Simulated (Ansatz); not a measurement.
# Gadolinium, hcp: convergence with the k-point mesh

Computed with Ansatz, LDA, scalar-relativistic PAW, on the relaxed cell (a = 3.484 Å, c = 5.587 Å (c/a = 1.603); ferromagnetic, net 7.42 μB per atom). Errors count from a run at 420 eV on a Γ-centred 14×14×8 mesh with Fermi-Dirac smearing of 0.05 eV, extrapolated to zero width. Fixed here: cutoff 420 eV, Fermi-Dirac width 0.05 eV.

| k-mesh | E(σ→0) error (meV/atom) | P (GPa) | sphere moment (μB) | SCF iterations |
| --- | --- | --- | --- | --- |
| 2×2×1 | -1022.5 | -12.29 | 6.89 | 24 |
| 3×3×2 | -59.6 | -2.86 | 7.27 | 19 |
| 4×4×2 | 25.4 | 0.50 | 7.36 | 16 |
| 5×5×3 | 1.9 | 0.32 | 7.25 | 17 |
| 8×8×5 | 0.6 | -0.04 | 7.19 | 21 |
| 11×11×6 | 0.2 | -0.03 | 7.22 | 19 |
| 15×15×8 | 0.2 | -0.01 | 7.22 | 20 |

**Question.** What does the run at 6×6×4 give (k-mesh)?

**Answer.** E(σ→0) error (meV/atom): -1.1; P (GPa): 0.09; sphere moment (μB): 7.24; SCF iterations: 21.

Within 5 meV/atom of the last row: from 5×5×3 on.
